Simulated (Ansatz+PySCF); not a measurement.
## triplet BHO2 in separate pieces: levels of theory in one basis

```
atom    x (Å)   y (Å)    z (Å)
   O   0.0000  0.0000  -2.1389
   O   0.0000  0.0000   2.1389
   B  30.0000  0.0000  -0.7514
   H  30.0000  0.0000   3.7571
```

Basis set: 6-31G (spherical functions). Correlated methods keep 3 orbitals frozen. Correlation on ROHF uses semicanonical orbitals with singles. Charge 0, multiplicity 3.

Computed with Ansatz (development build ahead of 0.2.0); the reference of a correlated method needn't be the lowest determinant of its kind. NEVPT2 correlates all electrons. Active spaces start from the frontier orbitals, and the lowest solution found is given.

| method | E − E(ROHF) (eV) | <S²> of the determinant |
| --- | --- | --- |
| ROHF | 0.00 | 2.00 |
| UHF | -6.78 | 4.01 |
| UHF-MP2 | -10.11 | 4.01 |
| ROHF-CCSD | -6.16 | – |
| UHF-CCSD | -11.06 | 4.01 |
| ROHF-CCSD(T) | -6.46 | – |
| UHF-CCSD(T) | -11.09 | 4.01 |
| CASSCF(6,6) | -6.66 | – |
| CASSCF(4,4) | -3.33 | – |
| SC-NEVPT2(6,6) | -10.11 | – |
| SC-NEVPT2(4,4) | -7.23 | – |

What does ROHF-MP2 give on the same scale?

-4.25 eV.

Is a single determinant a sound starting point here?

It is doubtful. Unrestricted orbitals lower Hartree–Fock by 6.78 eV and <S²> is 4.01 where a pure state has 2.00, a sign of strong static correlation. The CASSCF(6,6) natural occupations are 1.00, 1.00, 1.00, 1.00, 1.00, 1.00. The CASSCF(4,4) natural occupations are 1.00, 1.00, 1.00, 1.00.

Caution for ROHF, ROHF-MP2, ROHF-CCSD, ROHF-CCSD(T): an unrestricted determinant lies well below. Caution for UHF, UHF-MP2, UHF-CCSD, UHF-CCSD(T): the unrestricted determinant is a mixture of spin states. Caution for ROHF-MP2, ROHF-CCSD, ROHF-CCSD(T): large amplitudes, a single reference is doubtful. Caution for UHF-MP2, UHF-CCSD, UHF-CCSD(T): bonds are stretched, where a single reference can fail. Caution for ROHF-CCSD(T): the program finds a lower state of this spin; the program doubts this total. Caution for CASSCF(6,6), CASSCF(4,4), SC-NEVPT2(6,6), SC-NEVPT2(4,4): other starts end on other solutions of this active space.
